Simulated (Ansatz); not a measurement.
**Stretch profile**

BSiH3F (SMILES B[SiH-]F) (charge -1), singlet, at its PBE0-D4/def2-TZVPD minimum:

B1  (0.345, -0.486, -0.860)
Si2  (-0.333, 0.374, 0.623)
F3  (-0.091, 1.953, 1.055)
H4  (0.059, -1.661, -0.910)
H5  (0.874, 0.050, -1.801)
H6  (-0.854, -0.230, 1.892)
(Å)

The bond length Si2–H6 (1.499 Å at the minimum) is set to the values below, with the rest relaxed at PBE0-D4/def2-TZVPD at each step. Each method's energies count from its own value at the PBE0-D4 minimum structure. Computed with Ansatz 0.2.0 (basis: def2-TZVPPD); correlated methods freeze the cores. B3LYP uses VWN-RPA correlation.

```json
{"bond length (Å)": "1.350", "CCSD(T) (eV)": "0.223", "PBE-D4 (eV)": "0.251", "r2SCAN-D4 (eV)": "0.225", "PBE0-D4 (eV)": "0.225"}
{"bond length (Å)": "1.380", "CCSD(T) (eV)": "0.136", "PBE-D4 (eV)": "0.158", "r2SCAN-D4 (eV)": "0.137", "PBE0-D4 (eV)": "0.137"}
{"bond length (Å)": "1.424", "CCSD(T) (eV)": "?", "PBE-D4 (eV)": "0.066", "r2SCAN-D4 (eV)": "0.051", "PBE0-D4 (eV)": "0.050"}
{"bond length (Å)": "1.475", "CCSD(T) (eV)": "0.006", "PBE-D4 (eV)": "0.010", "r2SCAN-D4 (eV)": "0.005", "PBE0-D4 (eV)": "0.005"}
{"bond length (Å)": "1.532", "CCSD(T) (eV)": "?", "PBE-D4 (eV)": "0.001", "r2SCAN-D4 (eV)": "0.008", "PBE0-D4 (eV)": "0.008"}
{"bond length (Å)": "1.594", "CCSD(T) (eV)": "0.060", "PBE-D4 (eV)": "0.041", "r2SCAN-D4 (eV)": "0.060", "PBE0-D4 (eV)": "0.063"}
{"bond length (Å)": "1.659", "CCSD(T) (eV)": "0.157", "PBE-D4 (eV)": "0.123", "r2SCAN-D4 (eV)": "0.155", "PBE0-D4 (eV)": "0.160"}
{"bond length (Å)": "1.728", "CCSD(T) (eV)": "?", "PBE-D4 (eV)": "0.242", "r2SCAN-D4 (eV)": "0.288", "PBE0-D4 (eV)": "0.296"}
{"bond length (Å)": "1.799", "CCSD(T) (eV)": "0.454", "PBE-D4 (eV)": "0.384", "r2SCAN-D4 (eV)": "0.447", "PBE0-D4 (eV)": "0.456"}
```

Task: Fill in the withheld CCSD(T) values. (An estimate is asked for; the value comes from the calculation.)

Result: By the calculation: 0.052 eV at 1.424 Å; 0.008 eV at 1.532 Å; 0.292 eV at 1.728 Å. These count from the CCSD(T) energy at the PBE0-D4 minimum.

Minimum and curvature along this coordinate at CCSD(T): A fifth-order fit through the nearest points gives 1.501 Å, with a curvature of about 16 eV/Å².

Largest difference from the CCSD(T) curve over the scan: B3LYP-D4 0.022; wB97M-V 0.041; HF 0.057; MP2 0.092 eV. Each curve counts from its own value at the minimum.

T1 diagnostic: at most 0.022. The restricted Hartree–Fock reference is unstable towards an unrestricted one at one or more of these structures.

For scale, one of the runs: CCSD(T)/def2-TZVPPD, 176 basis functions (an equivalent command: `ansatz run in.yaml --threads 2`). Time: 13 s of wall clock on 2 CPU threads; the host was shared. Peak host memory: 1.6 GiB.
